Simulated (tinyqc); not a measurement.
Worked calculation: Pariser-Parr-Pople SCF with singles CI, for the molecule C=CC(=O)O (SMILES; centres numbered as the heavy atoms are written). One step of it, computed by the program tinyqc.

Task: Iteration 3: orbitals and new P. Diagonalise F (the basis is taken as orthonormal) and form P = 2 sum c c over the lowest orbitals.

F (eV), lower triangle:
```
           1C         2C         3C          4O          5O
1C  -5.294375
2C  -4.714524  -5.822568
3C  -0.379616  -3.360478  -4.936926
4O   0.396876   0.117186  -4.190131  -11.011494
5O   0.306182   0.145605  -4.107996    0.599222  -11.305179
```

pi electrons, sum of z_r less the charge = 6

Give: orbital energies; P after iteration 3.

Result:

orbital energies (eV): -14.668  -11.758  -10.665  -2.200  0.922

P after iteration 3, lower triangle:
```
        1C      2C     3C      4O     5O
1C   0.829
2C   0.918   1.053
3C   0.211   0.381  0.642
4O  -0.216  -0.062  0.598   1.723
5O  -0.193  -0.071  0.570  -0.262  1.752
```
